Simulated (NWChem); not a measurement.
Molecule: C3H4, triplet; SMILES of the neutral closed-shell parent CC#C

```xyz
7

C      0.1002    -1.1445     0.0000
C     -0.4881     0.2023     0.0000
C      0.0654     1.4145     0.0000
H     -0.2053    -1.7148    -0.8926
H     -0.2053    -1.7148     0.8926
H      1.2075    -1.0830     0.0000
H      1.1380     1.6783     0.0000
```
Atoms are numbered in this order, from 1.

Results from NWChem. Spin-unrestricted. Medium grid unless said otherwise, to which SCAN and Minnesota functionals are sensitive. In the optimisation the excess spin sits in a' (Cs, its own frame). Coordinates come from a PBE0/def2-SVP, spin-unrestricted optimisation. This spin state was assumed; another may lie lower. No stability test was run on the SCF state.

For level SCAN/def2-SVP:

| Quantity | Result |
|---|---|
| highest occupied level (eV) | -4.90 |
| lowest empty minus highest occupied level, either spin (eV) | 0.77 |
| dipole (D) | 1.79 |

Estimate the same quantities for level MN15/def2-SVP.

The highest occupied level (eV) is -6.05. The lowest empty minus highest occupied level, either spin (eV) is 3.38 and the dipole (D) is 1.63.
